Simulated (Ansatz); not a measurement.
This geometry of C₃H₄O (8 atoms, charge 0, multiplicity 1) is a first-order saddle point.

Level of theory: RKS PBE0-D4/def2-SVP (Ansatz).

```xyz
8
Properties=species:S:1:pos:R:3
C -0.502 0.791 -0.266
C -0.066 -0.620 0.045
C 1.134 -0.966 0.462
O 2.192 -1.284 0.832
H -1.550 0.778 -0.592
H -0.442 1.455 0.611
H 0.086 1.247 -1.078
H -0.760 -1.458 -0.069
```

Question: Which two structures does it join? (They come from a converged band through this point; their orientation in space is the band's.)

Answer: No bond is made or broken. The dihedral H6–C1–C2–C3 goes from -120 to 0°. The two ends are copies of one structure, up to a mirror image or an exchange of like atoms.

Initial state:

```xyz
8
Properties=species:S:1:pos:R:3
C -0.520 0.794 -0.191
C -0.068 -0.566 0.263
C 1.147 -1.044 0.090
O 2.219 -1.471 -0.061
H -1.353 0.719 -0.908
H -0.866 1.404 0.659
H 0.293 1.346 -0.685
H -0.760 -1.239 0.777
```

Final state:

```xyz
8
Properties=species:S:1:pos:R:3
C -0.496 0.784 -0.281
C 0.039 -0.615 -0.150
C 0.994 -0.973 0.681
O 1.839 -1.294 1.415
H -1.574 0.821 -0.053
H 0.012 1.477 0.404
H -0.359 1.168 -1.305
H -0.363 -1.425 -0.768
```

Question: How far does it lie above each of them?

Answer: 0.050 eV above the first and 0.050 eV above the second. This is the barrier of this one path; another mechanism may lie lower.

The run took 68 s on 1 CPU thread of a shared host.
